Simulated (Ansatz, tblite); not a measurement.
Removing and adding an electron: B(NH3)H3 (BNH6). The state is a singlet with charge 0. Geometry: r2SCAN-D4/def2-TZVP. Ansatz, gas phase; energy differences of separate SCF runs; the oxidised species was run as a doublet alone; the reduced species was run as a doublet alone.

```xyz
8

B     0.634    0.075    0.553
N    -0.605   -0.071   -0.527
H    -0.255   -0.276   -1.459
H    -1.147    0.787   -0.580
H    -1.236   -0.822   -0.260
H     0.100    0.316    1.612
H     1.310    0.987    0.133
H     1.199   -0.996    0.529
```

The xTB rows come from tblite. Correlated methods freeze 2 core orbitals. HOMO above LUMO, or a gap near zero within one spin, warns that the state may not be the lowest or that an electron is smeared out.

Problem. Estimate orbital energies and vertical ionisation energies and electron affinities at: GFN1-xTB; GFN2-xTB; HF/def2-TZVPD; HF/def2-TZVPP; PBE-D4/def2-TZVP; PBE-D4/def2-TZVPD; r2SCAN-D4/def2-TZVP; r2SCAN-D4/def2-TZVPD; PBE0-D4/def2-TZVP; PBE0-D4/def2-TZVPD; MP2/def2-TZVPD; MP2/def2-TZVPP; CCSD/def2-TZVPD; CCSD/def2-TZVPP; CCSD(T)/def2-TZVPD; CCSD(T)/def2-TZVPP.

Solution. 
| level | −HOMO (eV) | vertical IE (eV) | −LUMO (eV) | vertical EA (eV) | HOMO–LUMO gap (eV) | IE − EA (eV) | remarks |
| --- | --- | --- | --- | --- | --- | --- | --- |
| GFN1-xTB | 10.93 | 14.82 | 4.98 | 0.88 | 5.95 | 13.94 | – |
| GFN2-xTB | 9.76 | 13.40 | 0.73 | -2.73 | 9.03 | 16.14 | – |
| HF/def2-TZVPD | – | – | – | -1.12 | – | – | HOMO above zero (-1 doublet) |
| HF/def2-TZVPP | – | 9.86 | – | – | – | – | – |
| PBE-D4/def2-TZVP | 6.43 | 10.32 | 0.86 | – | 5.57 | – | gap within one spin near zero (+1 doublet) |
| PBE-D4/def2-TZVPD | 6.45 | – | 1.24 | -0.45 | 5.21 | – | HOMO above zero (-1 doublet) |
| r2SCAN-D4/def2-TZVP | 6.73 | 10.36 | 0.03 | – | 6.70 | – | – |
| r2SCAN-D4/def2-TZVPD | 6.75 | – | 0.43 | -0.58 | 6.32 | – | HOMO above zero (-1 doublet) |
| PBE0-D4/def2-TZVP | 7.80 | 10.48 | 0.01 | – | 7.79 | – | – |
| PBE0-D4/def2-TZVPD | 7.82 | – | 0.53 | -0.55 | 7.28 | – | HOMO above zero (-1 doublet) |
| MP2/def2-TZVPD | – | – | – | -0.77 | – | – | HOMO above zero (-1 doublet) |
| MP2/def2-TZVPP | – | 10.76 | – | – | – | – | – |
| CCSD/def2-TZVPD | – | – | – | -0.77 | – | – | HOMO above zero (-1 doublet) |
| CCSD/def2-TZVPP | – | 10.73 | – | – | – | – | – |
| CCSD(T)/def2-TZVPD | – | – | – | -0.72 | – | – | HOMO above zero (-1 doublet) |
| CCSD(T)/def2-TZVPP | – | 10.75 | – | – | – | – | – |

   A HOMO above zero means that the electron is unbound at that level or that self-interaction error raises the level; the energy of removing that electron tells which. Raw xTB energy differences between charge states are shifted by several eV; the methods need an empirical correction for them. A negative affinity means that the extra electron isn't bound; its size then hangs on the basis.
